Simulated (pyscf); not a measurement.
**Four-centre exchange: Cl–TaH(Cl)(Cl)–Cl (SMILES [Cl][TaH]([Cl])([Cl])[Cl]) + SiH₄ (SMILES [SiH4]) -> H₃Si–Ta(Cl)(Cl)(Cl)–Cl (SMILES [SiH3][Ta]([Cl])([Cl])([Cl])[Cl]) + H₂ (SMILES [H][H])**

Gas phase, singlet surface, charge 0. Bonds broken: Ta2–H6, Si7–H8. Bonds formed: Ta2–Si7, H6–H8. Single points on ωB97X-D3(BJ)/def2-SVP structures (PySCF, gas phase).

Transition state (Å):

```xyz
11

Cl    -1.7118     0.7571     2.1388
Ta    -1.6583    -0.3094     0.0794
Cl    -0.6686    -0.7939    -1.9626
Cl    -3.9091    -0.5534    -0.3930
Cl    -1.5533    -2.4766     0.9190
H     -2.1970     1.2791    -0.6667
Si     0.5541     1.1717     0.0816
H     -1.0989     1.4393    -0.4432
H      1.3838     1.3380    -1.1329
H      0.7067    -0.2231     0.6479
H      0.8091     2.1912     1.1241
```

One imaginary mode, 679i cm⁻¹; descent along it reached the two sides named, in the forms told below.

| bond | change | reactant side (Å) | saddle | product side |
|---|---|---|---|---|
| Ta2–H6 | breaks | 1.738 | 1.836 | 3.7 |
| Si7–H8 | breaks | 1.531 | 1.755 | 3.1 |
| Ta2–Si7 | forms | 2.9 | 2.7 | 2.6 |
| H6–H8 | forms | 1.902 | 1.132 | 0.760 |

Electronic energies relative to the separated reactants (kcal/mol):

```json
[
 {"level": "ωB97X-D3(BJ)/def2-TZVP", "barrier": "9.1", "reaction energy": "-2.6", "reverse barrier": "11.7"},
 {"level": "PBE/def2-TZVP", "barrier": "13.8", "reaction energy": "+3.5", "reverse barrier": "10.3"},
 {"level": "r²SCAN/def2-TZVP", "barrier": "13.8", "reaction energy": "+3.5", "reverse barrier": "10.3"},
 {"level": "B3LYP-D3(BJ)/def2-TZVP", "barrier": "17.5", "reaction energy": "+3.4", "reverse barrier": "14.1"},
 {"level": "PBE0-D3(BJ)/def2-TZVP", "barrier": "11.2", "reaction energy": "+2.2", "reverse barrier": "9.1"},
 {"level": "M06-2X/def2-TZVP", "barrier": "18.3", "reaction energy": "+2.4", "reverse barrier": "15.9"},
 {"level": "ωB97M-D3(BJ)/def2-TZVP", "barrier": "17.8", "reaction energy": "+5.4", "reverse barrier": "12.4"},
 {"level": "HF/def2-TZVP", "barrier": "42.9", "reaction energy": "+13.9", "reverse barrier": "29.0"}
]
```

With ωB97M-D3(BJ)/def2-TZVP energies and thermal terms (ideal gas, 1 atm, RRHO with modes under 100 cm⁻¹ raised to 100, one conformer, R ln 2 for chiral ones without a mode under 150 cm⁻¹), in kcal/mol:

| T (K) | ΔH‡ | ΔG‡ | ΔH | ΔG |
|---|---|---|---|---|
| 298 | 17.6 | 28.4 | +4.2 | +5.4 |
| 600 | 18.1 | 39.1 | +5.9 | +5.8 |
| 900 | 18.8 | 49.4 | +6.8 | +5.6 |
| 1200 | 19.5 | 59.5 | +7.4 | +5.1 |

On the reactant side the descent ends in an adduct with a Si–Ta, H–Ta contact, 5.3 kcal/mol over the separated species and 3.8 kcal/mol under the saddle at ωB97X-D3(BJ)/def2-TZVP. What is counted as formed (Si–Ta) is already present as a longer contact in the reactant adduct; forming that adduct is a step of its own. One saddle was located; it need not be the lowest between these sides. Elements past Kr carry the def2 core potentials, without spin-orbit coupling.
